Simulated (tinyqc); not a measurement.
Inside a calculation. Method: extended Hueckel theory, for SiH2. One step of it, computed by the program tinyqc.

Problem. Mulliken analysis. P = C n C^T; charge = valence electrons (Si 4, H 1) minus the sum of (P S)_ii on the atom; overlap population = 2 sum P_ij S_ij between two atoms.

coefficients:
```
              MO1        MO2        MO3       MO4        MO5        MO6
1Si 3s   0.673214   0.000000  -0.416974  0.000000   0.000000   0.970586
1Si 3px  0.000000   0.000000   0.000000  1.000000   0.000000   0.000000
1Si 3py  0.000000   0.395211   0.000000  0.000000   1.247182   0.000000
1Si 3pz  0.004859   0.000000   0.837039  0.000000   0.000000   0.719912
2H 1s    0.313311   0.502475   0.209507  0.000000  -0.795864  -0.850079
3H 1s    0.313311  -0.502475   0.209507  0.000000   0.795864  -0.850079
```

occupations: 2.000000  2.000000  2.000000  0.000000  0.000000  0.000000

overlap S:
```
           1Si 3s   1Si 3px    1Si 3py   1Si 3pz     2H 1s      3H 1s
1Si 3s   1.000000  0.000000   0.000000  0.000000  0.405641   0.405641
1Si 3px  0.000000  1.000000   0.000000  0.000000  0.000000   0.000000
1Si 3py  0.000000  0.000000   1.000000  0.000000  0.448144  -0.448144
1Si 3pz  0.000000  0.000000   0.000000  1.000000  0.251589   0.251589
2H 1s    0.405641  0.000000   0.448144  0.251589  1.000000   0.033925
3H 1s    0.405641  0.000000  -0.448144  0.251589  0.033925   1.000000
```

Give: charges; Overlap populations.

Solution.

charges: 1Si 0.298, 2H -0.149, 3H -0.149

Overlap populations:
```
pair      value
2-1    0.734483
3-1    0.734483
3-2   -0.014985
```
